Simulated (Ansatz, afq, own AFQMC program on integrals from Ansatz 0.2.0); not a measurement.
Where AFQMC and coupled cluster stand for GeNH4⁺, triplet

```yaml
atoms:
  - { symbol: Ge, position_ang: [0.0000, 0.0132, 0.2966] }
  - { symbol: N, position_ang: [0.0000, -0.1277, -1.5671] }
  - { symbol: H, position_ang: [0.0000, 1.4630, 0.8219] }
  - { symbol: H, position_ang: [1.2578, -0.7228, 0.7840] }
  - { symbol: H, position_ang: [-1.2578, -0.7228, 0.7840] }
  - { symbol: H, position_ang: [0.0000, 0.8080, -1.9853] }
```

Connectivity, by distances: GeH3–NH.

Basis cc-pVDZ. Only valence electrons are correlated. Ansatz 0.2.0 and our own AFQMC program on the same integrals; the CISD trial comes from CCSD amplitudes, and released means the phaseless constraint is let go. Error bars are statistical, one sigma. No spin–orbit coupling.

Determinant: UHF, the one that the program's search chose, which needn't be the lowest solution. The geometry is a PBE0/def2-TZVP stationary point of this or a neighbouring charge and spin state.

No full CI on the walks' own integrals is used here; CCSDT(Q) serves as the reference and is uncertain by about the last step of the cluster series.

Cautions: no relativity below Rb; no spin-orbit coupling; inner d shell frozen; the released energies are still falling, so no released level is given (meV from the phaseless value at times in 1/Eh: -3 ± 4 at 0.24, -6.0 ± 2.1 at 0.51, -11 ± 4 at 0.99, -15 ± 4 at 1.62, -17 ± 5 at 2.40), though the last usable value meets CCSDT(Q) within the noise.

```
T1 diagnostic                               : 0.0273
weight of the determinant in the CISD state : 0.879
⟨S²⟩ of the determinant                     : 2.020
size of the correlated space                : 12 electrons in 46 orbitals
```

```
  level  correlation energy (eV)
    MP2                  -5.3188
   CCSD                  -6.5019
CCSD(T)                  -6.6426
```

(1) Estimate where phaseless AFQMC with a CISD trial lies against CCSD(T) on the same integrals.

(1) 3.1 ± 0.4 kJ/mol below CCSD(T).

Reference: CCSDT(Q), correlation energy -6.685 eV.

```json
{"level": "CCSD(T)", "E − E(reference) (kJ/mol)": "4.1", "share of correlation (%)": "99.37"}
{"level": "CCSDT", "E − E(reference) (kJ/mol)": "0.7", "share of correlation (%)": "99.88"}
{"level": "ph-AFQMC/CISD", "E − E(reference) (kJ/mol)": "1.0 ± 0.4", "share of correlation (%)": "99.84"}
```

A walk keeps the symmetry of its determinant, which the program's search chose and which needn't be the lowest solution, so a lower state of the same spin and another symmetry isn't excluded.
